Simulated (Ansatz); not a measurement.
C4H3ClS (`Clc1ccsc1`). Total charge 0; spin multiplicity 1.

```xyz
9

Cl    1.0325    0.5935   -2.3250
C     0.3635    0.0708   -0.8324
C    -0.0379    0.9713    0.1845
C    -0.5348    0.3113    1.2664
S    -0.5118   -1.3785    1.0432
C     0.1682   -1.2389   -0.5123
H     0.0445    2.0456    0.1018
H    -0.9140    0.7329    2.1845
H     0.3897   -2.1079   -1.1106
```

(1) Give the diagnostics of a CCSD(T)/def2-TZVPP run (frozen core, the Gaussian-basis code of Ansatz). (Estimate.)

Answers

(1) Computed: T1 = 0.0120, largest single amplitude 0.021, largest double 0.066, (T) share of the correlation energy 5.2 %, 10 CCSD cycles. The RHF solution is unstable towards an unrestricted one. T1 lies under the customary mark of 0.02 for closed shells.
